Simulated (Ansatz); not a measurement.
**Si2H4O: ionisation energy by level of theory**

The task here is to estimate one member of a computed series from the others.

Computed with Ansatz 0.2.0, Gaussian basis. Level: unrestricted cation, the program's frozen cores in correlated methods.

Levels to be run: UKS PBE-D4/def2-TZVPP; UKS r2SCAN-D4/def2-TZVPP; UKS PBE0-D4/def2-TZVPP; UKS B3LYP-D4/def2-TZVPP; UKS wB97X-V/def2-TZVPP; UKS wB97M-V/def2-TZVPP; UKS B2PLYP/def2-TZVPP; UHF-CCSD(T)/def2-TZVPP; UHF-MP2/def2-QZVPP; extrapolation to the limit; then −ε(HOMO) from the neutral's earlier runs with LDA (SPW92), PBE-D4, revPBE-D4, BLYP-D4, r2SCAN-D4, B97M-V, PBE0-D4, B3LYP-D4, r2SCANh-D4, r2SCAN0-D4, HSE06-D4, BHLYP-D4, CAM-B3LYP-D4, LC-ωPBE, ωB97X-V, ωB97M-V.

## Structure used throughout

An earlier PBE0-D4 in a triple-zeta def2 set relaxation fixed the geometry.

SMILES `[SiH]O[SiH3]`, 7 atoms, charge 0, spin multiplicity 1.

Atoms are counted from 1 here; the program's logs count them from 0.

Bond lengths: Si1–O2 1.645 Å, Si1–H4 1.549 Å, O2–Si3 1.652 Å, Si3–H5 1.486 Å, Si3–H6 1.483 Å, Si3–H7 1.483 Å. Angles: O2–Si1–H4 97.6°, Si1–O2–Si3 142.3°, O2–Si3–H5 109.8°, O2–Si3–H6 108.5°, O2–Si3–H7 108.5°, H5–Si3–H6 110.1°, H5–Si3–H7 110.1°, H6–Si3–H7 109.7°.

Set-up of the first run:

Contents of in.yaml:

```yaml
crystal:
  periodic: [false, false, false]
  atoms:
    - {symbol: Si, position_ang: [-1.691945, -1.472929, -0.230215]}
    - {symbol: O, position_ang: [-0.369026, -0.805358, 0.485107]}
    - {symbol: Si, position_ang: [0.731626, 0.414773, 0.316423]}
    - {symbol: H, position_ang: [-1.779339, -0.509853, -1.440506]}
    - {symbol: H, position_ang: [0.446592, 1.182265, -0.923421]}
    - {symbol: H, position_ang: [0.635087, 1.303755, 1.499749]}
    - {symbol: H, position_ang: [2.088206, -0.180754, 0.247065]}
basis:
  gaussian: {orbitals: def2-TZVPP}
total_charge: 1
magnetization: {spin_polarized: true, initial_magnetization: 1}
hamiltonian: {xc: pbe, dispersion: d4}
```

Among the steps run: Cation, UKS PBE-D4/def2-TZVPP; Cation, UKS r2SCAN-D4/def2-TZVPP; Cation, UKS PBE0-D4/def2-TZVPP; Cation, UKS B3LYP-D4/def2-TZVPP; Cation, UKS wB97X-V/def2-TZVPP; Cation, UKS wB97M-V/def2-TZVPP; Cation, UKS B2PLYP (frozen core)/def2-TZVPP; Cation, UHF-CCSD(T)/def2-TZVPP; Cation, UHF-MP2/def2-QZVPP.

One table of the session follows, with a row left open; its other results are not shown here.

For comparison, −ε(HOMO) of the neutral from earlier runs:

```
  functional  −ε(HOMO) (eV)
 LDA (SPW92)           5.53
      PBE-D4           5.47
   revPBE-D4           5.45
     BLYP-D4           5.37
   r2SCAN-D4           5.68
      B97M-V           5.81
     PBE0-D4           6.56
    B3LYP-D4           6.39
  r2SCANh-D4           6.08
  r2SCAN0-D4           6.69
    HSE06-D4           6.16
    BHLYP-D4           7.55
CAM-B3LYP-D4              ?
     LC-ωPBE           9.15
     ωB97X-V           8.84
     ωB97M-V           8.67
```

Estimate the missing values for CAM-B3LYP-D4.

The run gave: −ε(HOMO) (eV): 7.86. In the column «−ε(HOMO) (eV)» it lies between BHLYP-D4 (7.55) and ωB97M-V (8.67).
